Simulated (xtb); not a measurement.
xtb input:

```bash
xtb mol.xyz --gfn 1 --sp --chrg 1 --uhf 0
```
mol.xyz:
```
11

C     -0.01016492    -0.27994848     1.26025238
N      0.02752705     0.54107075     0.00175175
C     -0.01788448    -0.27138968    -1.26203737
H      0.84891463    -0.94534137     1.26048731
H      0.02659022     0.38821117     2.11682979
H     -0.93230591    -0.85474018     1.26624623
H      0.87379519     1.11491211     0.00110891
H      0.84116373    -0.93674781    -1.27204628
H      0.01364080     0.40256842    -2.11426959
H     -0.94005682    -0.84614662    -1.26628736
H     -0.75613474     1.19781794     0.00637869
```

Task: What final total energy does it print?

Result: -11.29142 Eh (GFN1-xTB).

It need not be the lowest isomer of its formula.
